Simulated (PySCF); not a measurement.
A small calculation by hand: entropy of an ideal gas

hydroxide (HO), SMILES [OH-], charge -1.

Coordinates come from a PBE0-D3(BJ)/def2-TZVPD optimisation.

PBE0-D3(BJ)/def2-TZVPD in PySCF gives the harmonic wavenumbers 3808 cm⁻¹ and the rotational temperature 27.5551 K. The molar mass is 17.01 g/mol, the symmetry number 1, the spin multiplicity 1.

**Question.** Work out the entropy at 298.15 K and 1 atm in the rigid-rotor, harmonic-oscillator model.

**Answer.** 
Translation (Sackur–Tetrode at 1 atm): S = R[1.5 ln M + 2.5 ln T − 1.16487] = 144.1 J/(mol K).
Rotation: q = T/(σ θ) = 10.8, S = R[ln q + 1] = 28.1 J/(mol K).
Vibration: with u = 1.4388 ν/T, each mode gives R[u/(e^u − 1) − ln(1 − e^−u)]; all modes are too stiff to count. Sum 0.0 J/(mol K).
Spin: R ln 1 = 0.0 J/(mol K).
Total 172.2 J/(mol K); the program's own thermochemistry gives 172.2. Translation makes up 84 % and vibration 0 %. Anharmonicity, hindered rotation and orbital degeneracy are left out.
